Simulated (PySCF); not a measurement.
dimethyl ether (C2H6O), SMILES COC. Atoms are numbered in the order given.

```xyz
9

C      1.1719     0.0000    -0.1949
O      0.0000     0.0000     0.5882
C     -1.1719     0.0000    -0.1949
H      1.2270    -0.8906    -0.8353
H      1.2270     0.8906    -0.8353
H      2.0207     0.0000     0.4872
H     -1.2270    -0.8906    -0.8353
H     -2.0207     0.0000     0.4872
H     -1.2270     0.8906    -0.8353
```

Coordinates come from a B3LYP-D3(BJ)/def2-TZVP optimisation.

Level of theory: PBE0/pcJ-1 (PySCF).

Isotropic couplings with Fermi-contact, spin-dipole and both spin-orbit terms, one fixed conformer, no vibrational averaging. Isotopes: 13C, 1H.

Q: Estimate the spin–spin coupling constants. (The exact figures need the calculation; the answer reports its results.)

A: 
```tsv
pair	bonds apart	J (Hz)
C1–H4	1	133.8
C1–H5	1	133.8
C1–H6	1	141.6
C3–H7	1	133.8
C3–H8	1	141.6
C3–H9	1	133.8
C1–C3	2	-2.4
H4–H5	2	-9.2
H4–H6	2	-12.1
H5–H6	2	-12.1
H7–H8	2	-12.1
H7–H9	2	-9.2
H8–H9	2	-12.1
C1–H7	3	2.3
C1–H8	3	12.9
C1–H9	3	2.3
C3–H4	3	2.3
C3–H5	3	2.3
C3–H6	3	12.9
H4–H8	4	-0.6
H4–H9	4	0.6
H5–H7	4	0.6
H5–H8	4	-0.6
H6–H7	4	-0.6
H6–H8	4	1.4
H6–H9	4	-0.6
```
